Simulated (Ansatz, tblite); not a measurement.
Cost and result up the ladder for Si(SMe)H3 (CH₆SSi) (9 atoms). Charge 0, multiplicity 1. Geometry: PBE-D4/def2-TZVP.

Cartesian coordinates in Å:
```
Si -1.432 -0.380 -0.177
S -0.184 1.226 0.483
C 1.453 0.452 0.204
H 1.571 -0.450 0.817
H 2.204 1.191 0.508
H 1.601 0.209 -0.855
H -1.219 -0.684 -1.629
H -2.838 0.067 0.049
H -1.156 -1.631 0.599
```

Ansatz on 4 threads of Arm Neoverse N1 on a shared host; xTB runs through tblite on one thread. Times are rough, summed over both states, and most runs start from the orbitals of an earlier one. PBE0-D4/def2-TZVP serves as the yardstick here, not as an exact answer. The other state is a doublet.

The xTB rows come from tblite.

Raw xTB energies of ions are shifted by several eV.

```tsv
level	functions	wall time
GFN2-xTB	28	0.01 s
GFN1-xTB	34	0.016 s
PBE-D4/def2-TZVP	141	4 s
PBE0-D4/def2-TZVP	141	4.9 s
r2SCAN-D4/def2-TZVP	141	9.1 s
```

(1) Estimate what each level gives for the vertical IE (eV).

## Answers

(1) 
```json
{"level": "GFN2-xTB", "vertical IE (eV)": "13.39", "difference from PBE0-D4/def2-TZVP (eV)": "4.27"}
{"level": "GFN1-xTB", "vertical IE (eV)": "14.83", "difference from PBE0-D4/def2-TZVP (eV)": "5.72"}
{"level": "PBE-D4/def2-TZVP", "vertical IE (eV)": "9.01", "difference from PBE0-D4/def2-TZVP (eV)": "-0.11"}
{"level": "PBE0-D4/def2-TZVP", "vertical IE (eV)": "9.12", "difference from PBE0-D4/def2-TZVP (eV)": "0.00"}
{"level": "r2SCAN-D4/def2-TZVP", "vertical IE (eV)": "9.05", "difference from PBE0-D4/def2-TZVP (eV)": "-0.07"}
```
